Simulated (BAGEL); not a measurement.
# A workflow on singlet C2H5Si+

We compute the energy (singlet C2H5Si+, HF/def2-SVP), then a single-point energy (doublet C2H5Si, NEVPT2(3,3)/def2-SVP), then a single-point energy (doublet C2H5Si, CASPT2(3,3)/def2-SVP) of C2H5Si. 

The results are computed with BAGEL 1.2.2.

### Step 1. Starting point

The species is C2H5Si+ (8 atoms), meant as a singlet with charge +1. SMILES of the parent species: `C=C[SiH2]`. The Si3–H7 distance was set to 1.711 Å, away from the relaxed value. That shape belongs to the parent species and isn't relaxed for this state.

Bond lengths: C1–C2 1.338 Å, C2–Si3 1.837 Å, C1–H4 1.086 Å, C1–H5 1.086 Å, C2–H6 1.089 Å, Si3–H8 1.487 Å. Angles: C1–C2–Si3 124.1°, C1–C2–H6 118.0°, Si3–C2–H6 117.8°, C2–C1–H4 121.8°, C2–C1–H5 122.0°, C2–Si3–H8 113.3°, H4–C1–H5 116.2°. A long bond or contact: Si3–H7 1.711 Å.

### Step 2. The energy at HF/def2-SVP (density fitting with svp-jkfit) (run 1)

Input file input.json:

```json
{ "bagel": [

{
  "title": "molecule",
  "basis": "svp",
  "df_basis": "svp-jkfit",
  "geometry": [
    { "atom": "C", "xyz": [ -0.95500144,  1.93657244, -1.32374181 ] },
    { "atom": "C", "xyz": [ -0.85881438,  0.83807464,  0.95243331 ] },
    { "atom": "Si", "xyz": [  1.49219389, -1.54751562,  1.86139157 ] },
    { "atom": "H", "xyz": [  0.32018575,  1.39743357, -2.83930216 ] },
    { "atom": "H", "xyz": [ -2.31636014,  3.40715731, -1.76555978 ] },
    { "atom": "H", "xyz": [ -2.17973294,  1.48114844,  2.39353845 ] },
    { "atom": "H", "xyz": [  2.89411556, -2.91792611, -0.70883627 ] },
    { "atom": "H", "xyz": [  0.49744206, -3.45179264,  3.67137125 ] }
  ]
},
{ "title": "hf", "charge": 1 },
{ "title": "print", "file": "orbitals.molden", "orbitals": true }

]}
```

Started as:

```bash
$ BAGEL_NUM_THREADS=1 BAGEL input.json > input.out
```

What it wrote:

```text
* using 1 threads per process

  ===============================================================
  ===============================================================

  *** Geometry ***

  { "atom" : "C", "xyz" : [     -0.955001,      1.936572,     -1.323742 ] },
  { "atom" : "C", "xyz" : [     -0.858814,      0.838075,      0.952433 ] },
  { "atom" : "Si", "xyz" : [      1.492194,     -1.547516,      1.861392 ] },
[... 4 lines of this table left out ...]
  { "atom" : "H", "xyz" : [      0.497442,     -3.451793,      3.671371 ] },

  Number of auxiliary basis functions:      368

  Since a DF basis is specified, we compute 2- and 3-index integrals:
    o Being stored without compression. Storage requirement is 0.015 GB

  Number of basis functions:       71
  Number of electrons      :       31

    * METHOD: MOLECULE                             0.10

  *** RHF ***

  === Nuclear Repulsion ===
    89.8622490939

      * DIIS with orbital gradients will be used.

  === RHF iteration (svp) ===
      0       -366.95403503          0.01592428           0.02
      1       -367.05667348          0.00785896           0.02
      2       -367.07583120          0.00163739           0.02
[... 11 lines of this table left out ...]
     14       -367.07754994          0.00000000           0.02
    * SCF iteration converged.

    * Permanent dipole moment:
           (   -0.707731,     0.203498,    -0.337788) a.u.

    * METHOD: HF                                   0.43

    * METHOD: PRINT                                0.01

  ===============================================================
```

It took 0.78 s on 1 thread of Arm Neoverse V2, shared host; peak memory 0.14 GiB.

### Step 3. Doublet neutral C2H5Si: a single-point energy at NEVPT2(3,3)/def2-SVP (density fitting with svp-jkfit) (run 2)

Input file nevpt2.json:

```json
{ "bagel" : [

{
  "title" : "molecule",
  "basis" : "svp",
  "df_basis" : "svp-jkfit",
  "angstrom" : false,
  "geometry" : [
    { "atom" : "C", "xyz" : [ -0.95500144,  1.93657244, -1.32374181 ] },
    { "atom" : "C", "xyz" : [ -0.85881438,  0.83807464,  0.95243331 ] },
    { "atom" : "Si", "xyz" : [  1.49219389, -1.54751562,  1.86139157 ] },
    { "atom" : "H", "xyz" : [  0.32018575,  1.39743357, -2.83930216 ] },
    { "atom" : "H", "xyz" : [ -2.31636014,  3.40715731, -1.76555978 ] },
    { "atom" : "H", "xyz" : [ -2.17973294,  1.48114844,  2.39353845 ] },
    { "atom" : "H", "xyz" : [  2.89411556, -2.91792611, -0.70883627 ] },
    { "atom" : "H", "xyz" : [  0.49744206, -3.45179264,  3.67137125 ] }
  ]
},
{ "title" : "hf", "charge" : 1 },
{ "title" : "casscf", "nstate" : 1, "nact" : 3, "nclosed" : 14, "nspin" : 1, "active" : [14, 16, 17], "maxiter" : 200, "natocc" : true },
{
  "title" : "nevpt2",
  "nstate" : 1,
  "nact" : 3,
  "nclosed" : 14,
  "nspin" : 1,
  "active" : [14, 16, 17],
  "maxiter" : 200,
  "natocc" : true,
  "ncore" : 7
},
{ "title" : "print", "file" : "orbitals.molden", "orbitals" : true }

]}
```

Started as:

```bash
$ BAGEL_NUM_THREADS=1 BAGEL nevpt2.json > nevpt2.out
```

What it wrote:

```text
* using 1 threads per process

  ===============================================================
  ===============================================================

  *** Geometry ***

  { "atom" : "C", "xyz" : [     -0.955001,      1.936572,     -1.323742 ] },
  { "atom" : "C", "xyz" : [     -0.858814,      0.838075,      0.952433 ] },
  { "atom" : "Si", "xyz" : [      1.492194,     -1.547516,      1.861392 ] },
[... 4 lines of this table left out ...]
  { "atom" : "H", "xyz" : [      0.497442,     -3.451793,      3.671371 ] },

[... 23 lines left out ...]
    * SCF iteration converged.
[... 1 line left out ...]
    * Permanent dipole moment:
[... 28 lines left out ...]
    * Second-order optimization converged. *
[... 11 lines left out ...]
     * ci vector, state   0, <S^2> = 0.7500
[... 3 lines left out ...]
    * METHOD: CASSCF                               1.66

    * freezing 7 orbitals

  === DF-NEVPT2 calculation ===

    * 3-index integral transformation done
    * assembly done

      NEVPT2 correlation energy:   -0.3354898753      0.08

          (+0)     -0.2835301011
          (+0)'    -0.0067892944
          (+1)     -0.0090545843
          (+1)'    -0.0001101287
          (+2)     -0.0001839581
          (-1)     -0.0230554126
          (-1)'    -0.0021308329
          (-2)     -0.0106355634

      NEVPT2 total energy:       -367.7020484006

    * METHOD: NEVPT2                               0.14

    * METHOD: PRINT                                0.01

  ===============================================================
```

It took 2.6 s on 1 thread of Arm Neoverse V2, shared host; peak memory 0.14 GiB.

### Step 4. Doublet neutral C2H5Si: a single-point energy at CASPT2(3,3)/def2-SVP (density fitting with svp-jkfit) (run 3)

Input file caspt2.json:

```json
{ "bagel" : [

{
  "title" : "molecule",
  "basis" : "svp",
  "df_basis" : "svp-jkfit",
  "angstrom" : "false",
  "geometry" : [
    { "atom" : "C", "xyz" : [ -0.95500144,  1.93657244, -1.32374181 ] },
    { "atom" : "C", "xyz" : [ -0.85881438,  0.83807464,  0.95243331 ] },
    { "atom" : "Si", "xyz" : [  1.49219389, -1.54751562,  1.86139157 ] },
    { "atom" : "H", "xyz" : [  0.32018575,  1.39743357, -2.83930216 ] },
    { "atom" : "H", "xyz" : [ -2.31636014,  3.40715731, -1.76555978 ] },
    { "atom" : "H", "xyz" : [ -2.17973294,  1.48114844,  2.39353845 ] },
    { "atom" : "H", "xyz" : [  2.89411556, -2.91792611, -0.70883627 ] },
    { "atom" : "H", "xyz" : [  0.49744206, -3.45179264,  3.67137125 ] }
  ]
},
{
  "title" : "hf",
  "charge" : 1
},
{
  "title" : "casscf",
  "nstate" : 1,
  "nact" : 3,
  "nclosed" : 14,
  "nspin" : 1,
  "active" : [14, 16, 17],
  "maxiter" : 200,
  "natocc" : "true"
},
{
  "title" : "print",
  "file" : "orbitals.molden",
  "orbitals" : "true"
},
{
  "title" : "smith",
  "method" : "caspt2",
  "ms" : "true",
  "xms" : "true",
  "sssr" : "true",
  "shift" : 0.2,
  "shift_imag" : "true",
  "ncore" : 7
}

]}
```

Started as:

```bash
$ BAGEL_NUM_THREADS=1 BAGEL caspt2.json > caspt2.out
```

What it wrote:

```text
* using 1 threads per process

  ===============================================================
  ===============================================================

  *** Geometry ***

  { "atom" : "C", "xyz" : [     -0.955001,      1.936572,     -1.323742 ] },
  { "atom" : "C", "xyz" : [     -0.858814,      0.838075,      0.952433 ] },
  { "atom" : "Si", "xyz" : [      1.492194,     -1.547516,      1.861392 ] },
[... 4 lines of this table left out ...]
  { "atom" : "H", "xyz" : [      0.497442,     -3.451793,      3.671371 ] },

[... 25 lines left out ...]
    * Permanent dipole moment:
[... 40 lines left out ...]
     * ci vector, state   0, <S^2> = 0.7500
[... 21 lines left out ...]
       #      aibj      arbs      arbi      airj      risj      airs      arst      rist         Etot      error   time
[... 9 lines left out ...]
      ------------------------------------------------------------------------------------------------------------------

    * CASPT2 energy : state  0     -367.7098101309
        w/o shift correction       -367.7071948179
        reference weight              0.8810877707

    * METHOD: SMITH                                0.29

  ===============================================================
```

Wall time 2.9 s (1 thread of Arm Neoverse V2, shared host); peak memory 0.14 GiB.

### Step 5. Results

| quantity | value |
| --- | --- |
| run 1, HF/def2-SVP: total energy | -367.07755 Eh |
| run 1, HF/def2-SVP: HOMO energy | -16.37 eV |
| run 1, HF/def2-SVP: LUMO energy | -6.53 eV |
| run 1, HF/def2-SVP: HOMO–LUMO gap | 9.85 eV |
| doublet neutral C2H5Si, run 2: total energy | -367.70205 Eh |
| doublet neutral C2H5Si, run 3: total energy | -367.70981 Eh |
